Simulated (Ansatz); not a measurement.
Isomers

Structures of CH4AlS (charge +1), closed shell, relaxed at PBE0-D4/def2-TZVP (vibrations not checked; lower isomers may exist, and structures with a doubtful reference or unclear bonds are left out). Program: Ansatz 0.2.0. Basis: def2-TZVPP. Cores are frozen in the correlated methods. B3LYP uses VWN-RPA correlation.

**Question.** Rank them by CCSD(T) energy, lowest first, and give each one's height above the lowest. Links in brackets join atoms within 1.22 times the sum of their covalent radii (1.1 for two metals). (An estimate is asked for; the value comes from the calculation.)
A.
CH₄AlS ([AlH][CH][SH2]), total charge +1
```
7
angstrom
C 0.0036 -0.0624 -0.0864
Al -0.0183 0.7237 1.5473
S 1.4084 -0.6890 -0.7811
H -0.9149 -0.1476 -0.6605
H 1.4858 -0.2049 -2.0500
H -0.0793 1.4036 2.9446
H 1.1222 -1.9458 -1.2161
```
B.
CH₄AlS ([CH2]1[AlH][SH]1), total charge +1
```
7
angstrom
C -0.8498 -0.1235 -0.2049
Al 0.5993 1.1045 -0.1209
S 0.6820 -1.2270 -0.2396
H -1.3696 -0.2851 -1.1490
H -1.4999 -0.3617 0.6338
H 1.6043 2.2820 -0.0115
H 0.8337 -1.3892 1.0919
```
C.
CH₄AlS ([CH3][S][AlH]), total charge +1
```
7
angstrom
C -1.3954 0.0993 -0.2545
S 0.0071 -0.2987 -1.3835
Al 1.6859 -0.4240 -0.1296
H -2.2478 0.1570 -0.9305
H -1.2493 1.0629 0.2261
H -1.5576 -0.6991 0.4644
H 2.9758 -0.5342 0.7328
```
D.
CH₄AlS ([CH2][S][AlH2]), total charge +1
```
7
angstrom
C -1.3781 0.1291 -0.5667
S -0.0408 -0.5172 -1.2045
Al 1.5071 -0.1597 0.5764
H -2.2955 0.1234 -1.1529
H -1.4094 0.5733 0.4268
H 0.6967 0.5592 1.7056
H 2.9199 -0.7081 0.2154
```

**Answer.** Computed: C (0.000 eV), B (0.524 eV), D (0.805 eV), A (2.322 eV). Heights count from the lowest.

**Question.** Do PBE-D4, r2SCAN-D4, PBE0-D4, B3LYP-D4, wB97M-V, HF, MP2 give the same order? (A judgement: the text doesn't fix the answer.)

**Answer.** Computed: All do.

T1 diagnostic: at most 0.020. The restricted Hartree–Fock reference is unstable towards an unrestricted one at one or more of these structures.

For scale, one of the runs: CCSD(T)/def2-TZVPP, 171 basis functions, launched by `ansatz run in.yaml --threads 2 --pin off --events-out ev --progress --plain --max-ram 4352MiB`. The run took 19 s on 2 CPU threads of an Arm Neoverse V2 (shared host), with 1.3 GiB of host memory at its peak.
